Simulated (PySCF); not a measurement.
## C4H7N: core ionisation energies

C₄H₇N.
Z-matrix (Å and degrees, PBE0-D3(BJ)/def2-SVP geometry), rows numbered from 1:
```
N 
C   1  1.4333
C   2  1.4926  1  120.15
C   3  1.4935  2   98.73  1    61.02
C   3  1.4807  2   60.24  1   109.34
H   1  1.0176  2  110.64  3  -155.56
H   1  1.0176  2  110.66  3    85.53
H   2  1.1044  1  117.43  3  -145.02
H   3  1.0891  2  129.64  5   119.43
H   4  1.0956  3  116.70  5   106.60
H   4  1.0958  3  118.42  5  -108.01
H   5  1.0891  2  129.73  3  -119.23
```

Computed, not measured: delta-SCF UKS SCAN, pcX-2 on the ionised atom, pcseg-1 elsewhere, spin-free X2C in PySCF. These are vertical core ionisation energies against the vacuum level, from separate self-consistent calculations with and without the core hole.

Task: What binding energy does each computed site have?

Result: 
| atom(s) | bonded to | level | binding energy (eV) | above the level's lowest (eV) | count |
| --- | --- | --- | --- | --- | --- |
| C3/C5 | 3 C and H | C 1s | 290.53 | 0.00 | 2 |
| C4 | 2 C and 2 H | C 1s | 290.67 | +0.14 | 1 |
| C2 | N, 2 C and H | C 1s | 291.62 | +1.09 | 1 |
| N1 | C and 2 H | N 1s | 404.85 | 0.00 | 1 |

The listed C 1s values span 1.09 eV, from C3/C5 (bonded to 3 C and H) to C2 (bonded to N, 2 C and H). The widest gap between neighbouring values is 0.95 eV, between 290.67 and 291.62 eV.

Task: What is the longest wavelength that can ionise N 1s of N1 vertically?

Result: λ = hc/E = 12398.42 eV Å / 404.85 eV = 30.625 Å.

Task: Give the binding energy of N 1s of N1 in hartree and in kJ/mol.

Result: 404.85 eV = 14.8780 Eh = 39062 kJ/mol.

The first atom of each set that the bonding makes equivalent was ionised and stands for the set. The structure is a single PBE0-D3(BJ)/def2-SVP conformer in the gas phase; no vibrational or solvent corrections.
